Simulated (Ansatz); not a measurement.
Ta (bcc, W type): values from a third-order Birch-Murnaghan fit to a volume scan beside measured ones. Computed values: PBE (plane waves to 420 eV, PAW, scalar-relativistic; Ansatz, a quantum-chemistry and plane-wave program). Spin-orbit coupling is left out, though Ta is heavy. Ta is run without spin polarisation. Ta was relaxed with its symmetry unable to fall. The PAW data are Ansatz's earlier set.

```tsv
quantity	reference	kind	PBE	difference
Lattice constant a (Å)	3.299	measured, corrected to the static lattice	3.320	+0.6 %
Bulk modulus B₀ (GPa)	198	measured, corrected to the static lattice	196	-1.1 %
```

PBE overestimates the lattice constant a by 0.6 %. For the bulk modulus B₀ it lies within 5 % of the reference.

References as given in: Daniel Mejia-Rodriguez, S. B. Trickey, Physical Review B (2018), arXiv:1807.09216; H. Levämäki, M. P. J. Punkkinen, K. Kokko et al., Physical Review B (2014), arXiv:1402.3671.

(A scan under strain: stresses follow from slopes of the energy per volume, elastic moduli from its curvatures.)
